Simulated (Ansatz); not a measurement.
**SO3 (sulfur trioxide) at CAM-B3LYP/6-311+G(d,p)**

Aim: the vertical electron affinity of SO3 (sulfur trioxide) at CAM-B3LYP/6-311+G**, from 2 runs. 

The calculation is run with Ansatz 0.2.0.

36 further runs of the same task are left out: 2 that didn't finish, 34 set aside as unsound or not needed.

## Step 1: The system as given

SO3 has 4 atoms, charge 0, and is taken as a singlet. As SMILES, `O=S(=O)=O`. The shape is that of a PBE0-D4/def2-TZVP optimisation.

Bond lengths: O1–S2 1.419 Å, S2–O3 1.419 Å, S2–O4 1.419 Å. Angles: O1–S2–O3 120.0°, O1–S2–O4 120.0°, O3–S2–O4 120.0°.

## Step 2: A single-point energy at CAM-B3LYP/6-311+G(d,p)

Contents of in.yaml:

```yaml
crystal:
  periodic: [false, false, false]
  atoms:
    - {symbol: O, position_ang: [-1.121570, -0.684610, 0.536720]}
    - {symbol: S, position_ang: [0.000010, -0.000030, -0.000040]}
    - {symbol: O, position_ang: [1.308940, -0.327680, 0.440460]}
    - {symbol: O, position_ang: [-0.187380, 1.012320, -0.977150]}
basis:
  gaussian: {orbitals: 6-311+G_st__st_-spherical.json}
hamiltonian: {xc: {name: CAM-B3LYP}}
accuracy: high
output: {orbitals: {seedname: orbitals}}
```

The basis set 6-311+G** is read from a file made from the Basis Set Exchange's data (not shown).

Command:

```sh
ansatz run in.yaml --threads 1 --pin off --max-ram 3480MiB --events-out events.jsonl --progress --plain --runs-dir runs
```

What it wrote:

```text
Warning: RAYON_NUM_THREADS=1 ignored (pool sized by the plan → 1); use --threads N
Functional definition: CAM-B3LYP
  name "CAM-B3LYP"
  parameter alpha = 0.19
  parameter beta = 0.46
  parameter omega = 0.33/bohr
  parameter ac = 0.81
  exchange = (1 - alpha - beta)*b88_x + beta*b88_x_sr(omega) + alpha*exact_x + beta*exact_x_lr(omega)
  correlation = (1 - ac)*vwn5_c + ac*lyp_c
1681 factors; integrals over basis functions are off by at most 3.8e-9 eV
357 factors; integrals over basis functions are off by at most 2.0e-9 eV
mean field evaluation 1: about -16963.7564 eV, gradient 8.0e1 eV
mean field evaluation 2: about -16955.0399 eV, gradient 1.1e2 eV
mean field evaluation 4: about -16973.7002 eV, gradient 1.1e0 eV
mean field evaluation 8: about -16973.9409 eV, gradient 1.0e-1 eV
mean field evaluation 16: about -16973.9409 eV, gradient 1.4e-5 eV
mean field -16973.94088284 eV, -623.7808220941 hartree, gradient 5.2e-8 eV, S^2 0.000000; 0 other end points of the search recorded, 0 dependent functions left out
reference -16973.94090052 eV, -623.7808227436 hartree; 20, 20 occupied and 76, 76 virtual orbitals, 1681 factors
Total energy: -16973.94090052 eV, -623.7808227436 hartree
```

It took 4.8 s on 1 thread of Arm Neoverse V2, shared host; peak memory 0.3 GiB.

## Step 3: The doublet anion, same level

Contents of job.yaml:

```yaml
crystal:
  periodic: [false, false, false]
  atoms:
    - {symbol: O, position_ang: [-1.121570, -0.684610, 0.536720]}
    - {symbol: S, position_ang: [0.000010, -0.000030, -0.000040]}
    - {symbol: O, position_ang: [1.308940, -0.327680, 0.440460]}
    - {symbol: O, position_ang: [-0.187380, 1.012320, -0.977150]}
basis:
  gaussian:
    orbitals: 6-311+G_st__st_-spherical.json
total_charge: -1
magnetization:
  spin_polarized: true
  initial_magnetization: 1
hamiltonian:
  xc: {name: CAM-B3LYP}
accuracy: high
output:
  orbitals: {seedname: orbitals}
```

The basis set 6-311+G** is read from a file made from the Basis Set Exchange's data (not shown).

Command:

```sh
ansatz run job.yaml --threads 1 --pin off --max-ram 3480MiB --events-out events.jsonl --progress --plain --runs-dir runs
```

What it wrote (excerpt; [...] marks lines left out):

```text
Warning: RAYON_NUM_THREADS=1 ignored (pool sized by the plan → 1); use --threads N
[... 2 set-up lines as earlier in the session ...]
[...]
1680 factors; integrals over basis functions are off by at most 3.8e-9 eV
357 factors; integrals over basis functions are off by at most 2.0e-9 eV
[...]
mean field -16974.64276512 eV, -623.8066157922 hartree, gradient 8.0e-8 eV, S^2 0.754113; 2 other end points of the search recorded, 0 dependent functions left out
reference -16974.64277888 eV, -623.8066162977 hartree; 21, 20 occupied and 75, 76 virtual orbitals, 1680 factors
Total energy: -16974.64277888 eV, -623.8066162977 hartree
```

Wall time 16 s (1 thread of Arm Neoverse V2, shared host); peak memory 0.43 GiB.

## Step 4: What came out

At CAM-B3LYP/6-311+G**:

| quantity | value |
| --- | --- |
| singlet SO3: total energy | -623.78082 Eh |
| singlet SO3: HOMO energy | -11.61 eV |
| singlet SO3: LUMO energy | -1.67 eV |
| singlet SO3: HOMO–LUMO gap | 9.93 eV |
| doublet anion: total energy | -623.80662 Eh |
| doublet anion: HOMO energy (highest over α and β) | 0.23 eV |
| doublet anion: LUMO energy (lowest over α and β) | 4.12 eV |
| doublet anion: ⟨S²⟩ | 0.754 |
| vertical electron affinity (to the doublet anion) | 0.702 eV |

**Reading.** At fixed nuclei the extra electron is bound by 0.70 eV (16.2 kcal/mol). The HOMO (doublet anion) lies at positive energy, 0.23 eV; only total energies tell whether the electron is bound.
